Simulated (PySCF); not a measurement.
2 SF₃ → SF₂ + SF₄

Level: PBE0 in the def2-TZVP basis family, all electrons, no relativity, computed in PySCF with density fitting; open shells unrestricted.

```tsv
species	state and structure	E (Eh)	ZPE (kJ/mol)	H(298 K) − H(0) (kJ/mol)	S° (J/(mol K))
SF₃	doublet, Cs, S–F 1.568 Å, S–F 1.657 Å (×2); F–S–F 87.9° (×2), F–S–F 163.5°	-697.37437	19.0	14.0	296.6
SF₂	singlet, C2v, S–F 1.590 Å (×2); F–S–F 98.6°	-597.60095	12.3	11.2	257.6
SF₄	singlet, C2v, S–F 1.553 Å (×2), S–F 1.649 Å (×2); F–S–F 87.6° (×4), F–S–F 101.3°, F–S–F 172.5°	-797.19836	31.0	15.0	294.6
```

Task: What is the electronic reaction energy?

Result: At PBE0/def2-TZVP, ΔE = -132.8 kJ/mol from the differences of the total energies times 2625.5, downhill. The bond broken in SF₃ is weaker than the one that a second molecule gains.

Task: Add zero-point, thermal and entropy terms for 298.15 K and 1 bar.

Result: ΔZPE = 5.3 and Δ[H(298) − H(0)] = -1.8 kJ/mol give ΔH° = -129.3 kJ/mol. ΔS° = -41.0 J/(mol K), so ΔG° = -129.3 − 298.15 × (-0.0410) = -117 kJ/mol and log₁₀K = 20.5.

Each species is the lowest minimum found with this bonding; other isomers or fragments can lie lower.
